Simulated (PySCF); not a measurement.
Compound: cyclopentene, C5H8.
InChI=1S/C5H8/c1-2-4-5-3-1/h1-2H,3-5H2

The closed-shell ground state was solved at several levels (PySCF, density fitting, gas phase, non-relativistic). Geometry: PBE0-D3(BJ)/def2-SVP, one conformer, isolated molecule.

```
              level  basis functions  HOMO (eV)  LUMO (eV)  gap (eV)  dipole (D)
CAM-B3LYP/def2-SVPD              164      -8.14       1.54      9.68        0.22
  LC-wPBE/def2-SVPD              164      -9.49       2.66     12.15        0.23
      LDA/def2-SVPD              164      -5.82      -0.69      5.13        0.28
     PBE0/def2-SVPD              164      -6.82       0.56      7.38        0.24
  mPW1PW91/pcSseg-2              292      -6.83       0.53      7.36        0.25
       KT2/pcSseg-2              292      -5.73      -0.47      5.26        0.25
 PBE0/6-311+G(2d,p)              183      -6.80       0.46      7.26        0.25
      BP86/pcSseg-2              292      -5.80      -0.58      5.22        0.26
        PBE0/STO-3G               33      -5.07       3.83      8.90        0.20
```

**Question.** Estimate the row for wB97X-D/pcSseg-2, a basis of 292 functions; the other rows only guide the guess.

**Answer.** HOMO -8.64 eV, LUMO 2.36 eV, gap 11.00 eV, dipole 0.26 D.

**Question.** Over all these levels, which gives the widest orbital gap and which the narrowest?

**Answer.** LC-wPBE/def2-SVPD (range-separated hybrid) has the widest, 12.15 eV, and LDA/def2-SVPD (LDA) the narrowest, 5.13 eV. The two share the basis. From the narrowest to the widest the HOMO moves by -3.67 eV and the LUMO by +3.35 eV.

**Question.** How much does the basis alone move the frontier levels among the 3 PBE0 rows?

**Answer.** The HOMO by 1.75 eV and the LUMO by 3.37 eV. By rising basis size (HOMO, LUMO in eV): STO-3G -5.07, 3.83; def2-SVPD -6.82, 0.56; 6-311+G(2d,p) -6.80, 0.46.

**Question.** How far do the dipole and the HOMO energy spread over the levels?

**Answer.** The dipole runs from 0.20 to 0.28 D (mean 0.24 D) and the HOMO from -9.49 to -5.07 eV.
